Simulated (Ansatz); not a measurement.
# CH4BLi (SMILES [Li][BH]C): functionals against CCSD(T) at one geometry

One table from this session's results is given with a row withheld; the runs are named, their logs left out.

The runs use Ansatz 0.2.0, Gaussian basis; single points in def2-TZVPP.

Correlated methods freeze the cores. The outer core shell of Li, Na, Mg and K is correlated.

## Starting geometry

7 atoms, charge 0, spin multiplicity 1.

Atoms are counted from 1 here; the program's logs count them from 0.

Bond lengths: Li1–B2 1.922 Å, B2–C3 1.685 Å, B2–H4 1.197 Å, C3–H5 1.218 Å, C3–H6 0.723 Å, C3–H7 1.193 Å. Angles: Li1–B2–C3 101.4°, Li1–B2–H4 145.9°, C3–B2–H4 111.6°, B2–C3–H5 104.3°, B2–C3–H6 113.7°, B2–C3–H7 109.5°, H5–C3–H6 118.2°, H5–C3–H7 104.5°, H6–C3–H7 106.1°.

Geometry (Å):

```mol
CH4BLi
  3D, bonds by distance, orders not assigned

  7  6  0  0  0  0  0  0  0  0999 V2000
   -2.1602   -0.1900   -0.7299 Li  0  0
   -0.5353   -0.8753    0.0334 B   0  0
    0.3977    0.5242    0.1397 C   0  0
   -0.0129   -1.7971    0.5897 H   0  0
   -0.0815    1.2687   -0.6974 H   0  0
    0.4737    0.7722    0.8143 H   0  0
    1.5006    0.2989   -0.2566 H   0  0
  1  2  8  0
  2  3  8  0
  2  4  8  0
  3  5  8  0
  3  6  8  0
  3  7  8  0
M  END
```

Set-up of the first run:

Input file run/in.yaml:

```yaml
crystal:
  periodic: [false, false, false]
  atoms:
    - {symbol: Li, position_ang: [-2.160200, -0.190000, -0.729900]}
    - {symbol: B, position_ang: [-0.535300, -0.875300, 0.033400]}
    - {symbol: C, position_ang: [0.397700, 0.524200, 0.139700]}
    - {symbol: H, position_ang: [-0.012900, -1.797100, 0.589700]}
    - {symbol: H, position_ang: [-0.081500, 1.268700, -0.697400]}
    - {symbol: H, position_ang: [0.473700, 0.772200, 0.814300]}
    - {symbol: H, position_ang: [1.500600, 0.298900, -0.256600]}
basis:
  gaussian: {orbitals: def2-TZVPP}
correlation: {method: ccsd_t}
output: {forces: true}
```

The command line of these runs was not kept.

Steps of the session up to this table: CCSD(T)/def2-TZVPP; PBE0-D4/def2-TZVPP; wB97M-V/def2-TZVPP; r2SCAN-D4/def2-TZVPP; PBE-D4/def2-TZVPP; r2SCANh-D4/def2-TZVPP; LC-wPBE/def2-TZVPP.

One table of the session follows, with a row left open; its other results are not shown here.

| method | RMS force component (eV/Å) | angle to CCSD(T) forces (°) | dipole (D) |
| --- | --- | --- | --- |
| CCSD(T) | 13.158 | reference | 4.93 |
| PBE0-D4 | 13.157 | 0.3 | 4.77 |
| wB97M-V | 13.066 | 0.3 | 4.76 |
| r2SCAN-D4 | ? | ? | ? |
| PBE-D4 | 13.106 | 0.5 | 4.55 |
| r2SCANh-D4 | 13.116 | 0.3 | 4.85 |
| LC-wPBE | 13.182 | 0.4 | 4.98 |

Q: Estimate the row for r2SCAN-D4 from the others.

**Answer.** RMS force component (eV/Å): 13.101; angle to CCSD(T) forces (°): 0.3; dipole (D): 4.81. In the column «RMS force component (eV/Å)» it lies between wB97M-V (13.066) and PBE-D4 (13.106).
